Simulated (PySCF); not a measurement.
Continuum solvent and chemical shifts

Structure with atom numbers: `[CH2:1]=[B:2][OH:3]`. Hydrogens are named by the atom that carries them.

GIAO PBE0/pcSseg-1 in PySCF on one PBE0-D3(BJ)/def2-SVP conformer, non-relativistic, equivalent nuclei averaged. Solvents enter as an IEF-PCM continuum (cyclohexane with ε = 2.0, dichloromethane with ε = 8.9) around the gas-phase geometry. Shifts are referred to TMS, BF3·OEt2 computed in the same medium.

Gas phase, δ in ppm: C1 8.2, B2 58.7, H(O3) 5.17, H(C1) 1.97. Dipole moment 2.45 D.

**Question.** How does each δ change in the continuum?

**Answer.** 
```csv
atoms,environment,"Δδ, cyclohexane","Δδ, dichloromethane"
C1,"carbon bonded to B, 2 H",-1.2,-2.6
B2,"boron bonded to C, O",-1.1,-2.4
H(O3),hydrogen on an oxygen bonded to B,+0.49,+1.06
H(C1),hydrogen on a carbon bonded to B,-0.08,-0.17
```

Changes are relative to the gas phase. The dipole moment becomes 2.68 D in cyclohexane, 2.95 D in dichloromethane.

**Question.** Which of the listed nuclei move most (in ppm), and what does the model miss? (N and O are left out, as their reference compounds move with the solvent too.)

**Answer.** C1 (carbon bonded to B, 2 H, -2.6 ppm) in dichloromethane. A continuum only polarises the solute; specific hydrogen bonds, the anisotropy of aromatic solvents and changes of geometry or conformer are outside it.
